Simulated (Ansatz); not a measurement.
# C6H6: the cost of one run

Computed with Ansatz 0.2.0, Gaussian basis. Level: cc-pVTZ, core rule «outside noble gas», up to 6 orbitals frozen.

Plan: UHF; CCSD(T) on RHF; CCSD(T) on UHF.

2 further runs of the same task are left out: 1 that didn't finish, 1 set aside as unsound or not needed.

### Step 1. The geometry

The geometry is an MP2(full)/6-31G* stationary point (not a proven minimum).

12 atoms, charge 0, spin multiplicity 1.

Atoms are counted from 1 here; the program's logs count them from 0.

Bond lengths: C1–C2 1.395 Å, C1–C6 1.395 Å, C1–H7 1.087 Å, C2–C3 1.395 Å, C2–H8 1.087 Å, C3–C4 1.395 Å, C3–H9 1.087 Å, C4–C5 1.395 Å, C4–H10 1.087 Å, C5–C6 1.395 Å, C5–H11 1.087 Å, C6–H12 1.087 Å. Angles: C2–C1–C6 120.0°, C2–C1–H7 120.0°, C6–C1–H7 120.0°, C1–C2–C3 120.0°, C1–C2–H8 120.0°, C3–C2–H8 120.0°, C2–C3–C4 120.0°, C2–C3–H9 120.0°, C4–C3–H9 120.0°, C3–C4–C5 120.0°, C3–C4–H10 120.0°, C5–C4–H10 120.0°, C4–C5–C6 120.0°, C4–C5–H11 120.0°, C6–C5–H11 120.0°, C1–C6–C5 120.0°, C1–C6–H12 120.0°, C5–C6–H12 120.0°.

### Step 2. UHF

The input, in.yaml:

```yaml
crystal:
  periodic: [false, false, false]
  atoms:
    - {symbol: C, position_ang: [0.000000, 1.395248, 0.000000]}
    - {symbol: C, position_ang: [1.208320, 0.697624, 0.000000]}
    - {symbol: C, position_ang: [1.208320, -0.697624, 0.000000]}
    - {symbol: C, position_ang: [0.000000, -1.395248, 0.000000]}
    - {symbol: C, position_ang: [-1.208320, -0.697624, 0.000000]}
    - {symbol: C, position_ang: [-1.208320, 0.697624, 0.000000]}
    - {symbol: H, position_ang: [0.000000, 2.482360, 0.000000]}
    - {symbol: H, position_ang: [2.149787, 1.241180, 0.000000]}
    - {symbol: H, position_ang: [2.149787, -1.241180, 0.000000]}
    - {symbol: H, position_ang: [0.000000, -2.482360, 0.000000]}
    - {symbol: H, position_ang: [-2.149787, -1.241180, 0.000000]}
    - {symbol: H, position_ang: [-2.149787, 1.241180, 0.000000]}
basis:
  gaussian: {orbitals: cc-pVTZ}
magnetization: {spin_polarized: true, initial_magnetization: 0}
hamiltonian: {xc: hf}
output: {orbitals: {seedname: orbitals}}
```

Command:

```bash
$ ansatz run in.yaml --threads 1 --pin off --events-out ev --progress --plain --max-ram 3328MiB --backend cpu
```

**Question.** How long does this run take on 1 thread of AMD EPYC 7R13, shared host, and how much memory does it need?

About 48 s, with a peak of 1.1 GiB.
